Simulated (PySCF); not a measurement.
## Basis-set dependence of excited states

Compound: C5H10.
InChI=1S/C5H10/c1-5(2)3-4-5/h3-4H2,1-2H3

TDDFT with PBE0 (PySCF), vertical singlets, core orbitals frozen in the response, spherical d and f functions. Isolated species at its PBE0-D3(BJ)/def2-SVP geometry, gas phase.

```
      basis  functions  diffuse  S1 (eV)  S2 (eV)  S3 (eV)  S4 (eV)  S5 (eV)  LUMO (eV)  α (au)
     6-31G*         90       no     8.80     9.26     9.27     9.65    10.03       2.78    51.1
    6-31+G*        110      yes     7.00     7.44     7.53     7.55     7.59       0.55    57.4
   def2-SVP        120       no     8.14     8.66     8.73     9.17     9.24       1.85    53.3
  def2-SVPD        180      yes     7.27     7.81     8.14     8.14     8.22       0.79    60.3
aug-cc-pVDZ        205      yes     6.59     7.10     7.14     7.20     7.20       0.00    62.0
  def2-TZVP        215       no     7.62     8.15     8.36     8.65     8.80       1.27    59.7
 def2-TZVPD        275      yes     6.90     7.42     7.61     7.63     7.69       0.38    61.7
```

Problem. How much do these states and the polarisability depend on the basis?

Solution. States are compared by their number. Against the largest diffuse basis here (def2-TZVPD, itself not a converged limit), sets without diffuse functions differ by up to 1.90 eV in S1 and 2.34 eV in S5; the smaller diffuse sets differ by up to 0.38 and 0.53 eV. State by state, the largest deviation of a set without diffuse functions is S1 1.90, S2 1.84, S3 1.66, S4 2.02, S5 2.34 eV. The same number needn't mean the same state in each row. Against def2-TZVPD the polarisability deviates by -17% in 6-31G*, -7% in 6-31+G*, -14% in def2-SVP, -2% in def2-SVPD, +1% in aug-cc-pVDZ, -3% in def2-TZVP. A single + in a Pople set puts diffuse functions on heavy atoms only.
